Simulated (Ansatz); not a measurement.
# CH₅SSi+: one structure at several levels

An exercise on one series of results from a longer session: the logs are not shown, and one member is left open.

The runs use Ansatz 0.2.0, Gaussian basis; single points in def2-TZVPP.

Correlated methods freeze the cores. B3LYP uses VWN-RPA correlation.

**The system as given**

8 atoms, charge 1, spin multiplicity 1.

Atoms are counted from 1 here; the program's logs count them from 0.

Bond lengths: Si1–C2 2.044 Å, Si1–H4 1.492 Å, Si1–H5 1.473 Å, Si1–H6 1.506 Å, C2–S3 1.660 Å, C2–H7 1.102 Å, S3–H8 1.402 Å. Angles: C2–Si1–H4 100.8°, C2–Si1–H5 105.9°, C2–Si1–H6 101.3°, H4–Si1–H5 117.9°, H4–Si1–H6 112.6°, H5–Si1–H6 115.4°, Si1–C2–S3 128.7°, Si1–C2–H7 117.2°, S3–C2–H7 114.1°, C2–S3–H8 99.0°.

Coordinates:

| atom | x (Å) | y (Å) | z (Å) |
| --- | --- | --- | --- |
| Si1 | -0.6282 | 0.9460 | -0.2777 |
| C2 | 0.8599 | -0.4539 | -0.2130 |
| S3 | 0.9288 | -1.8543 | 0.6764 |
| H4 | -1.7753 | 0.1119 | -0.7404 |
| H5 | -0.1439 | 2.0096 | -1.1738 |
| H6 | -0.7386 | 1.3272 | 1.1749 |
| H7 | 1.7590 | -0.2617 | -0.8214 |
| H8 | -0.3177 | -1.7730 | 1.3120 |

Set-up of the first run:

The input, run/in.yaml:

```yaml
crystal:
  periodic: [false, false, false]
  atoms:
    - {symbol: Si, position_ang: [-0.628200, 0.946000, -0.277700]}
    - {symbol: C, position_ang: [0.859900, -0.453900, -0.213000]}
    - {symbol: S, position_ang: [0.928800, -1.854300, 0.676400]}
    - {symbol: H, position_ang: [-1.775300, 0.111900, -0.740400]}
    - {symbol: H, position_ang: [-0.143900, 2.009600, -1.173800]}
    - {symbol: H, position_ang: [-0.738600, 1.327200, 1.174900]}
    - {symbol: H, position_ang: [1.759000, -0.261700, -0.821400]}
    - {symbol: H, position_ang: [-0.317700, -1.773000, 1.312000]}
basis:
  gaussian: {orbitals: def2-TZVPP}
total_charge: 1
correlation: {method: ccsd_t}
output: {forces: true}
```

No record of the launch command was kept for these runs.

Among the steps run: CCSD(T)/def2-TZVPP; PBE0-D4/def2-TZVPP; wB97M-V/def2-TZVPP; r2SCAN-D4/def2-TZVPP; PBE-D4/def2-TZVPP; B3LYP-D4/def2-TZVPP; wB97X-V/def2-TZVPP.

One table of the session follows, with a row left open; its other results are not shown here.

| method | RMS force component (eV/Å) | angle to CCSD(T) forces (°) |
| --- | --- | --- |
| CCSD(T) | 0.503 | reference |
| PBE0-D4 | 0.553 | 15.7 |
| wB97M-V | ? | ? |
| r2SCAN-D4 | 0.518 | 12.7 |
| PBE-D4 | 0.454 | 23.4 |
| B3LYP-D4 | 0.502 | 8.2 |
| wB97X-V | 0.575 | 16.4 |

Q: Estimate the row for wB97M-V from the others.

As computed: RMS force component (eV/Å): 0.569; angle to CCSD(T) forces (°): 15.5. In the column «RMS force component (eV/Å)» it lies between PBE0-D4 (0.553) and wB97X-V (0.575).
